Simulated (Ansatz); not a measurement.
CH$_{2}$Cl$_{2}$O$_{2}$, SMILES `OC(O)(Cl)Cl` at its PBE0-D4/def2-TZVP geometry, where that method's forces vanish. Total charge 0; spin multiplicity 1.

```xyz
7

O     0.6923   -1.0156    0.0775
C     0.1484    0.2230   -0.1007
O    -1.1689    0.2984    0.2468
Cl    0.9750    1.4490    0.9012
Cl    0.3902    0.6040   -1.8289
H     0.6132   -1.2326    1.0156
H    -1.6502   -0.3262   -0.3114
```

(1) What forces (eV/Å) does ωB97M-V/def2-TZVPP give on these atoms in the Gaussian-basis code of Ansatz? (Estimate.)

## Answers

(1) Ansatz gave: 
```
O1   0.074 -0.236  0.128
C2   0.146  0.220 -0.099
O3  -0.272 -0.061  0.006
Cl4  0.031  0.015  0.021
Cl5 -0.010  0.017 -0.035
H6   0.014  0.003 -0.057
H7   0.016  0.043  0.036
```
